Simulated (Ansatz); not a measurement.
H3Si–AlH, quartet: the ladder up to UCCSDT(Q)

Geometry: that of the H3Si–AlH, doublet, kept fixed. The doublet lies 3.4 eV lower here.

```xyz
6

Si    0.0000    0.0493    1.1585
Al    0.0000   -0.1012   -1.3138
H     0.0000    1.4304    1.7233
H     1.1989   -0.6588    1.6941
H    -1.1989   -0.6588    1.6941
H     0.0000    1.2225   -2.2207
```

Basis cc-pVDZ; Ansatz 0.2.0. Correlated methods freeze the noble-gas cores, which leaves 11 electrons in 46 orbitals. Prefix R: restricted or restricted open-shell reference; prefix U: unrestricted.

Full CI isn't at hand for all of this; UCCSDT(Q) serves as the reference, and is uncertain by the last step of the cluster series or more. The frozen core follows each run's orbitals, which can shift R against U totals by a few meV.

For open shells CISD is restricted-active-space CI with the open shells as a complete middle space.

The UHF ⟨S²⟩ is 3.758, the T1 diagnostic (RCCSD) is 0.0414 and the largest doubles amplitude (RCCSD) is 0.057. The T1 diagnostic (UCCSD) is 0.0351.

| level | E − E(UCCSDT(Q)) (kcal/mol) | share of correlation (%) | wall time |
| --- | --- | --- | --- |
| RHF | 121.43 | 0.00 | – |
| UHF | 120.04 | 1.14 | – |
| RMP2 | 32.07 | 73.59 | – |
| UMP2 | 31.63 | 73.96 | – |
| CISD | 13.76 | 88.67 | 10 s |
| RCCSD | 4.43 | 96.35 | – |
| UCCSD | 4.35 | 96.42 | – |
| RCCSD(T) | 1.16 | 99.04 | 5.5 s |
| UCCSD(T) | 1.15 | 99.06 | 5.5 s |
| BCCD(T) | 1.11 | 99.08 | 2.6 s |
| RCCSDT | 0.12 | 99.90 | – |
| UCCSDT | 0.12 | 99.90 | – |
| RCCSDT(Q) | 0.03 | 99.97 | 33 s |

The correlation energy at UCCSDT(Q), counted from RHF, is -5.266 eV. That run took 30 s on 1 thread of INTEL XEON PLATINUM 8581C, shared host.

Times hold each run's SCF and search for its determinant on a shared host, so for small cases they say little of a method's own cost; they ran on 1 thread of INTEL XEON PLATINUM 8581C. Some runs computed forces too.
